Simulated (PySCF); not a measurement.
Q: Write Cartesian coordinates for `C=CC(=O)C#N` as optimised with GFN2-xTB.

A: 
```xyz
9
C4H3NO angstrom
C     -1.6291   -0.1335    0.0455
C     -0.4101    0.3247   -0.2199
C      0.7846   -0.3929    0.2677
O      0.7730   -1.4109    0.9187
C      2.0242    0.2652   -0.1249
N      2.9837    0.7995   -0.4464
H     -2.5198    0.3660   -0.2945
H     -1.7545   -1.0373    0.6213
H     -0.2383    1.2251   -0.7927
```

Any rigid rotation of these coordinates is as good. Atoms count from 1 in this order. The C–C distances run from 1.329 Å (C1=C2, drawn double) to 1.477 Å (C2–C3, drawn single), a spread of 0.148 Å. The 6 heavy atoms lie in one plane (0.000 Å rms). Of the pairs four or more bonds apart, O4···H8 is among the closest relative to their van der Waals radii: 2.57 Å, 95 % of the sum of Bondi's values.

Bonds between heavy atoms (Å): C1=C2 1.329, C2–C3 1.477, C3=O4 1.208, C3–C5 1.457, C5≡N6 1.144.

The geometry is computed with GFN2-xTB (gas phase).

Point group: Cs (tolerance 0.08 Å). Stationary, but not proved a minimum. The numbers are those of one conformer (C1–C2–C3–O4 0°).
